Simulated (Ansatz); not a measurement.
A nudged elastic band was laid between two geometries of C2H4F2O (9 atoms, charge 0, multiplicity 1).

Level of theory: RKS PBE-D4/def2-SVP in Ansatz 0.2.0.

```yaml
movable_images: 9
climbing_image: yes
spring: 5.0 eV/Å²
optimiser: quadratic models (default)
start_path: IDPP
force_threshold: 0.05 eV/Å
iteration_limit: 56
end_points: relaxed
```

First end point:

```xyz
9
Properties=species:S:1:pos:R:3
F -1.750 0.809 -0.243
C -0.472 0.757 -0.768
O 0.075 -0.518 -0.626
C 0.459 -0.832 0.677
F 1.615 -0.161 1.028
H 0.145 1.521 -0.243
H -0.520 0.959 -1.858
H -0.333 -0.553 1.410
H 0.655 -1.924 0.694
```

Last end point:

```xyz
9
Properties=species:S:1:pos:R:3
F -1.644 0.175 -1.010
C -0.486 0.845 -0.662
O -0.101 0.532 0.641
C 0.444 -0.744 0.784
F 1.722 -0.797 0.262
H -0.680 1.938 -0.681
H 0.304 0.563 -1.395
H 0.489 -0.948 1.874
H -0.173 -1.507 0.256
```

Question: What changes between the two ends?

Answer: No bond is made or broken. The dihedral C2–O3–C4–F5 changes from -74 to 74° by way of a nearly straight angle C2–O3–C4 (up to 180°), not by a turn about the bond. The two ends are copies of one structure, up to a mirror image or an exchange of like atoms.

Question: Give the energies along the band, and the barrier.

Answer: The run converged. The highest image is number 5 of 0 to 10, 1.26 eV above the ends, which have the same energy within 2 meV. A vibrational analysis at the climbing image gives 3 clearly imaginary modes (459i, 269i, 71i cm⁻¹): a point of higher order, so a lower path passes nearby.

```tsv
image	path coordinate (Å)	energy (eV)	angle C2–O3–C4 (°)
0	0.00	0.00	114
1	0.43	0.01	115
2	0.85	0.09	122
3	1.28	0.36	133
4	1.71	0.83	150
5	2.13	1.26	180
6	2.56	0.83	150
7	2.99	0.36	133
8	3.41	0.09	122
9	3.84	0.01	115
10	4.27	0.00	114
```

Question: What is the geometry of the highest image?

Answer: 
```xyz
9
Properties=species:S:1:pos:R:3:forces:R:3
F -1.990 0.685 -0.824 -0.02 0.00 0.00
C -0.628 0.896 -0.815 0.01 0.00 0.00
O -0.010 0.008 0.006 0.02 0.01 -0.01
C 0.600 -0.883 0.830 -0.03 -0.01 0.00
F 1.962 -0.672 0.849 0.01 0.00 0.00
H -0.452 1.944 -0.465 0.00 0.00 0.00
H -0.262 0.779 -1.866 0.00 0.00 0.00
H 0.227 -0.769 1.879 0.00 0.00 0.00
H 0.426 -1.930 0.476 0.00 0.00 0.00
```

The run took 100 s on 1 CPU thread of a shared host.
